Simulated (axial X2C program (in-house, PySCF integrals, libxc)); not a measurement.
**Bond lengths and stretching modes, held linear, of NPN**

Calculated with an in-house all-electron X2C program for linear molecules (integrals from PySCF): two-component X2C with atomic mean-field Coulomb and Gaunt terms, Gaussian nuclei, basis N dyall-av3z, P dyall-v3z with contracted cores. Spin-free rows use the one-electron spin-free X2C Hamiltonian.

Masses N 14.003, P 30.974, N 14.003 u. States: 2c Ω = 3/2 (beyond evenly filled blocks: ω = 3/2); spin-free M_S = 1/2, Λ = 1 (beyond evenly filled blocks: π+α, π+β, π-α).

PBE0, spin-free: energies above the lowest point

```
r(N–P) (Å)  r(P–N) (Å)  E (meV)
    1.4966      1.4966    83.18
    1.4966      1.5350    35.10
    1.4966      1.5734    52.37
    1.5350      1.4966    35.10
    1.5350      1.5350     0.00
    1.5350      1.5734    29.92
    1.5350      1.6118   109.23
    1.5734      1.4966    52.37
    1.5734      1.5350    29.92
    1.5734      1.5734    72.53
    1.6118      1.5350   109.23
    1.6118      1.6118   268.12
```

Fit a quadratic surface with cubic terms in each bond: where is the minimum, and what are the two stretching wavenumbers?

At PBE0, spin-free: bonds 1.535 and 1.535 Å; harmonic stretches 1010.8 and 1147.0 cm⁻¹; force constants 7.07, 7.07 and coupling 1.37 mdyn/Å.

The other levels and Hamiltonians give:

```csv
Hamiltonian,level,r(N–P) (Å),r(P–N) (Å),lower stretch (cm⁻¹),upper stretch (cm⁻¹)
2c,PBE0,1.535,1.535,1010.9,1146.2
2c,HF,1.517,1.517,993.4,1172.4
2c,r2SCAN,1.544,1.544,990.4,1180.8
spin-free,HF,1.517,1.517,993.6,1173.3
spin-free,r2SCAN,1.544,1.544,990.5,1181.1
```

Each state is one determinant, the lowest of a limited PBE0 search; the stretches come from a fit to these few points and carry an uncertainty of a few per cent. Other orders of the atoms were not compared. Left out for rough or failed fits: MP2 2c, MP2 spin-free. The molecule was held linear; bending was not examined, so a bent shape may lie lower. Note: functional without a current term on a determinant with orbital currents, of the molecule or an atom.
